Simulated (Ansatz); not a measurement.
in.yaml

```yaml
crystal:
  periodic: [false, false, false]
  atoms:
    - {symbol: Si, position_ang: [0.000000, 0.000000, 1.738419]}
    - {symbol: Ga, position_ang: [0.000000, 0.000000, -0.661784]}
    - {symbol: H, position_ang: [0.000000, -1.413153, -1.330835]}
    - {symbol: H, position_ang: [0.000000, 1.413153, -1.330835]}
basis:
  gaussian: {orbitals: cc-pVDZ}
total_charge: 1
magnetization: {spin_polarized: true, initial_magnetization: 4}
correlation: {method: ccsdtq, electrons: outside_noble_gas}
```

```sh
$ ansatz run in.yaml --threads 2 --pin off --events-out ev --progress --plain --max-ram 16896MiB --backend cuda --devices 0, --max-vram 18GiB
```

Output:

```
1086 factors; integrals over basis functions are off by at most 1.8e-7 eV
mean field evaluation 1: about -60212.9007 eV, gradient 9.4e0 eV
mean field evaluation 2: about -60212.9097 eV, gradient 9.4e0 eV
mean field evaluation 4: about -60214.1340 eV, gradient 1.6e0 eV
mean field evaluation 8: about -60214.2124 eV, gradient 1.9e-1 eV
mean field evaluation 16: about -60213.9617 eV, gradient 3.4e0 eV
mean field evaluation 32: about -60214.1155 eV, gradient 1.9e0 eV
mean field evaluation 64: about -60212.2852 eV, gradient 3.5e-1 eV
mean field evaluation 96: about -60211.0940 eV, gradient 1.1e-2 eV
mean field evaluation 128: about -60214.1714 eV, gradient 2.1e-3 eV
mean field evaluation 160: about -60211.0941 eV, gradient 2.2e-4 eV
mean field -60214.21697397 eV, -2212.8316591314 hartree, gradient 2.0e-6 eV, S^2 6.090661; 9 other end points of the search recorded, 0 dependent functions left out
determinant -60214.21697397 eV, -2212.8316591314 hartree, with singles and doubles -60217.68239577 eV, -2212.9590110336 hartree
determinant -60214.17143417 eV, -2212.8299855746 hartree, with singles and doubles -60217.01740494 eV, -2212.9345730713 hartree
determinant -60212.28903392 eV, -2212.7608086411 hartree, with singles and doubles -60215.75797325 eV, -2212.8882898101 hartree
determinant -60211.09405039 eV, -2212.7168938063 hartree, with singles and doubles -60214.91661898 eV, -2212.8573706110 hartree
19 core orbitals not correlated: weight in the atoms' cores, before any rotation towards them, 0.996 or more for the frozen orbitals, at most 0.002 for the correlated occupied ones
reference -60214.21697397 eV, -2212.8316591314 hartree; 6, 2 occupied and 30, 34 virtual orbitals, 1086 factors
second order -2.54396015 eV of doubles, -0.00000000 eV of singles
cycle   1  -3.09093890 eV  change   -5.5e-1 eV  update   8.6e-2
cycle   2  -3.52836005 eV  change   -4.4e-1 eV  update   5.0e-2
cycle   3  -3.59586761 eV  change   -6.8e-2 eV  update   2.6e-2
cycle   4  -3.64072232 eV  change   -4.5e-2 eV  update   1.5e-2
cycle   5  -3.64964307 eV  change   -8.9e-3 eV  update   6.1e-3
cycle   6  -3.64568287 eV  change    4.0e-3 eV  update   3.0e-3
cycle   7  -3.64541849 eV  change    2.6e-4 eV  update   1.3e-3
cycle   8  -3.64638492 eV  change   -9.7e-4 eV  update   6.5e-4
cycle   9  -3.64644140 eV  change   -5.6e-5 eV  update   2.5e-4
cycle  10  -3.64618843 eV  change    2.5e-4 eV  update   1.3e-4
cycle  11  -3.64617096 eV  change    1.7e-5 eV  update   7.0e-5
cycle  12  -3.64619258 eV  change   -2.2e-5 eV  update   3.0e-5
cycle  13  -3.64620746 eV  change   -1.5e-5 eV  update   1.8e-5
cycle  14  -3.64621761 eV  change   -1.0e-5 eV  update   8.4e-6
cycle  15  -3.64621460 eV  change    3.0e-6 eV  update   4.5e-6
cycle  16  -3.64621209 eV  change    2.5e-6 eV  update   2.6e-6
cycle  17  -3.64621094 eV  change    1.1e-6 eV  update   1.1e-6
cycle  18  -3.64621068 eV  change    2.7e-7 eV  update   7.0e-7
Total energy: -60217.86318465 eV, -2212.9656549023 hartree
```

Ran on 2 threads of AMD EPYC 7R13 with a shared H100 80 GB, shared host: 25 s wall, 0.93 GiB peak host memory.
